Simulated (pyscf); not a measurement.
HF + F–CH•–SiH₃ → F–CH₂–F + SiH₃• (concerted two-bond exchange; doublet surface; F–H, C–Si broken, C–F, C–H formed). Optimised with ωB97X-D3(BJ)/def2-SVP in PySCF. Energies in kJ/mol from the separated reactants.

| level | barrier | reaction energy |
|---|---|---|
| PBE/def2-TZVP | (withheld) | (withheld) |
| B3LYP-D3(BJ)/def2-TZVP | 171.0 | +0.5 |
| PBE0-D3(BJ)/def2-TZVP | 172.5 | -4.0 |
| M06-2X/def2-TZVP | (withheld) | -10.4 |
| ωB97M-D3(BJ)/def2-TZVP | 187.8 | +3.3 |
| HF/def2-TZVP | 290.8 | -6.2 |

Some entries are withheld; supply them.


- PBE/def2-TZVP, barrier: 139.4
- PBE/def2-TZVP, reaction energy: -8.5
- M06-2X/def2-TZVP, barrier: 191.6

The functionals in the table span 52.3 kJ/mol in this barrier, from PBE to M06-2X. This is the saddle that the search found; another between the same sides may lie lower.
